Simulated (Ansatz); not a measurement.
What does this script print? It uses Ansatz 0.2.0 through its Python package.

`ch3cl_relaxed_scan.py`
```python
"""Relaxed scan of one distance in CH3Cl."""

import warnings

import ansatz as az
import numpy as np

GEOMETRY = """
C    -0.08320   -0.02820    0.06720
Cl    1.43920   -0.27710   -0.69270
H    -0.31760   -0.70560    0.84490
H    -0.83790   -0.08630   -0.70390
H    -0.15060    1.02360    0.44300
"""


def main() -> None:
    warnings.simplefilter("ignore", az.DeckWarning)

    molecule = az.Crystal.molecule()
    for line in GEOMETRY.strip().splitlines():
        symbol, *xyz = line.split()
        molecule = molecule.atom(symbol, [float(v) for v in xyz])

    calc = (
        molecule.calculation()
        .basis(gaussian="def2-SVP")
        .functional("pbe")
    )
    symbols = [site.symbol for site in molecule.cartesian_sites]
    pairs = [(0, 1), (0, 2), (0, 3), (0, 4)]
    print("held (A)   E (eV)        ", "  ".join(f"{symbols[i]}{i}-{symbols[j]}{j}" for i, j in pairs))
    for length in [0.97, 1.06, 1.14, 1.27, 1.43]:
        rep = calc.relax(constraints=[az.DistanceConstraint((0, 2), at=length)], force_tolerance=0.02, max_steps=60).run().report
        xyz = np.array(rep["positions_ang"])
        print(f"{length:6.2f} {rep['free_energy_ev']:14.5f}  ", "  ".join(f"{np.linalg.norm(xyz[i] - xyz[j]):.3f}" for i, j in pairs))


if __name__ == "__main__":
    main()
```

```console
$ python ch3cl_relaxed_scan.py
held (A)   E (eV)         C0-Cl1  C0-H2  C0-H3  C0-H4
  0.97   -13596.59776   1.795  0.970  1.106  1.106
  1.06   -13596.95171   1.792  1.060  1.106  1.106
  1.14   -13596.97073   1.789  1.140  1.106  1.106
  1.27   -13596.67091   1.781  1.270  1.105  1.105
  1.43   -13596.05137   1.769  1.430  1.104  1.104
```

Total energies depend on the basis set; only differences at equal settings carry meaning. The energies are electronic: no zero-point or thermal terms, and the basis set is short of its limit. The script silences the warnings on its input, which a real study should read. Timing: 34 s on 1 thread of Arm Neoverse N1 (shared host), peak memory 0.18 GiB.
